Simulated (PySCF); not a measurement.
Electronic absorption of C4H5FO

Species: C4H5FO.
SMILES: `C=C(C=O)CF`

Theory: PySCF 2.14.0, density-fitted response routines, TDDFT wB97X-D/def2-SVPD, vertical, gas phase, core orbitals frozen in the response. Isolated species at its PBE0-D3(BJ)/def2-SVP geometry (one conformer only). Torsions of this conformer, `[CH2:1]=[C:2]([CH:3]=[O:4])[CH2:5][F:6]`: C1–C2–C3–O4 180°, C1–C2–C5–F6 0°.

```json
{"state": "S1", "E (eV)": "3.91", "E (kJ/mol)": "377", "λ (nm)": "317.1", "f": "0.0004", "symmetry": "–", "main configurations (H = HOMO, L = LUMO)": "H→L (94%)"}
{"state": "S2", "E (eV)": "6.09", "E (kJ/mol)": "588", "λ (nm)": "203.5", "f": "0.332", "symmetry": "A′", "main configurations (H = HOMO, L = LUMO)": "H-1→L (96%)"}
{"state": "S3", "E (eV)": "7.12", "E (kJ/mol)": "687", "λ (nm)": "174.2", "f": "0.0000", "symmetry": "–", "main configurations (H = HOMO, L = LUMO)": "H-3→L (68%), H→L+2 (22%)"}
{"state": "S4", "E (eV)": "7.56", "E (kJ/mol)": "729", "λ (nm)": "164.0", "f": "0.0005", "symmetry": "–", "main configurations (H = HOMO, L = LUMO)": "H→L+2 (65%), H-3→L (25%)"}
{"state": "S5", "E (eV)": "7.75", "E (kJ/mol)": "748", "λ (nm)": "159.9", "f": "0.049", "symmetry": "A′", "main configurations (H = HOMO, L = LUMO)": "H-2→L (87%)"}
{"state": "S6", "E (eV)": "7.95", "E (kJ/mol)": "767", "λ (nm)": "155.9", "f": "0.044", "symmetry": "A′", "main configurations (H = HOMO, L = LUMO)": "H→L+1 (55%), H→L+4 (23%), H-2→L (10%)"}
{"state": "S7", "E (eV)": "8.15", "E (kJ/mol)": "786", "λ (nm)": "152.2", "f": "0.013", "symmetry": "A″", "main configurations (H = HOMO, L = LUMO)": "H-4→L (65%), H-1→L+1 (22%)"}
{"state": "S8", "E (eV)": "8.17", "E (kJ/mol)": "789", "λ (nm)": "151.7", "f": "0.014", "symmetry": "A″", "main configurations (H = HOMO, L = LUMO)": "H-1→L+1 (71%), H-4→L (20%)"}
{"state": "S9", "E (eV)": "8.47", "E (kJ/mol)": "818", "λ (nm)": "146.3", "f": "0.078", "symmetry": "A′", "main configurations (H = HOMO, L = LUMO)": "H-1→L+2 (73%), H→L+3 (15%)"}
{"state": "S10", "E (eV)": "8.72", "E (kJ/mol)": "842", "λ (nm)": "142.1", "f": "0.123", "symmetry": "A′", "main configurations (H = HOMO, L = LUMO)": "H→L+3 (60%), H-1→L+2 (16%), H→L+1 (11%)"}
```

Triplets, Tamm–Dancoff:

| state | E (eV) | λ (nm) | main configurations (H = HOMO, L = LUMO) |
| --- | --- | --- | --- |
| T1 | 3.41 | 363.5 | H→L (92%) |
| T2 | 3.71 | 334.4 | H-1→L (92%) |
| T3 | 6.12 | 202.6 | H-5→L (48%), H-2→L (23%), H-1→L+2 (18%) |
| T4 | 6.85 | 181.1 | H-3→L (56%), H→L+2 (26%), H-4→L (11%) |

The lowest singlet comes at 317 nm (377 kJ/mol) in the ultraviolet; it is dark (f under 0.0005); its leading configuration is HOMO→LUMO (94%). The strongest level in the table is S2 at 6.09 eV (203 nm, f = 0.332). Löwdin shares by element: HOMO oxygen 60%, carbon 25% or more, hydrogen 9% or more; LUMO carbon 66% or more, oxygen 23%. The listed states span 4.81 eV, and the widest gap between neighbours is 2.18 eV (S1 to S2). Weighted by f, the mean energy of these states is 7.21 eV. Of the 10 states listed, 7 reach f = 0.01 and 2 stay under 0.0005. The vertical ionisation energy (ΔSCF) is 10.24 eV, 1.51 eV above S10. Symmetry labels in Cs follow from the direction of the transition dipole and are given only for states with f of 0.002 or more. The window holds the lowest 10 singlets.
